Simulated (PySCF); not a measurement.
formaldehyde cation (CH2O), SMILES O=C (connectivity only; charge and spin as stated), charge +1, multiplicity 2.

Geometry: B3LYP-D3(BJ)/def2-TZVPD. The multiplicity is an assumed one; other spin states were not compared.

Method: B3LYP-D3(BJ)/def2-TZVPD in PySCF.

No scaling factor is applied to the harmonic values.

Computed harmonic wavenumbers and intensities:
| mode | ν (cm⁻¹) | IR (km/mol) | moving atoms (share of kinetic energy) |
|---|---|---|---|
| 1 | 842 | 0.0 | H 71 %, C 21 % |
| 2 | 1068 | 30.6 | H 72 %, C 26 % |
| 3 | 1246 | 112.1 | H 95 % |
| 4 | 1708 | 0.2 | C 54 %, O 45 % |
| 5 | 2756 | 182.1 | H 97 % |
| 6 | 2838 | 173.2 | H 90 %, C 10 % |
